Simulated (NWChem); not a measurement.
# CN anion

Computed with NWChem. All runs use the structure optimised with B3LYP/def2-SVPD. Static field.

| level | isotropic polarisability (bohr³) | anisotropy (bohr³) |
|---|---|---|
| B3LYP/aug-cc-pVDZ | 30.2 | 11.8 |
| LC-BLYP (range parameter 0.33 per bohr)/aug-cc-pVDZ | ? | 11.0 |
| CAM-B3LYP/aug-cc-pVDZ | 29.0 | 11.1 |

### Question
Some entries are withheld; supply them.

### Answer

- LC-BLYP (range parameter 0.33 per bohr)/aug-cc-pVDZ, isotropic polarisability (bohr³): 29.7
